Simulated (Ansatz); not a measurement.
# AlCl2H: the cost of one run

Program: Ansatz 0.2.0. Level of theory: RKS r2SCAN/def2-SVP. These are calculated values, not measurements.

### Step 1. The system as given

Bond lengths: Al1–H2 1.560 Å, Al1–Cl3 2.230 Å, Al1–Cl4 2.230 Å. Angles: H2–Al1–Cl3 120.0°, H2–Al1–Cl4 120.0°, Cl3–Al1–Cl4 120.0°.

Coordinates:

```xyz
4

Al    0.0000    0.0000    0.0000
H     0.0000    0.0000    1.5600
Cl    1.9312    0.0000   -1.1150
Cl   -1.9312    0.0000   -1.1150
```

### Step 2. Relaxing the start

input.yaml reads:

```yaml
crystal:
  periodic: [false, false, false]
  atoms:
    - { symbol: Al, position_ang: [0.0, 0.0, 0.0] }
    - { symbol: H, position_ang: [0.0, 0.0, 1.56] }
    - { symbol: Cl, position_ang: [1.9312, 0.0, -1.115] }
    - { symbol: Cl, position_ang: [-1.9312, 0.0, -1.115] }
basis:
  gaussian: { orbitals: def2-SVP }
hamiltonian:
  xc: r2scan
relax:
  f_tol: 0.02
  max_steps: 40
```

On the command line:

```bash
ansatz run input.yaml --threads 1 --pin off --max-ram 2048MiB --backend cpu --events-out ev --progress --plain --runs-dir out
```

Q: Estimate wall time and peak memory on 1 thread of Intel Xeon 6975P-C (Granite Rapids), shared host.

About 6 s, with a peak of 0.14 GiB.
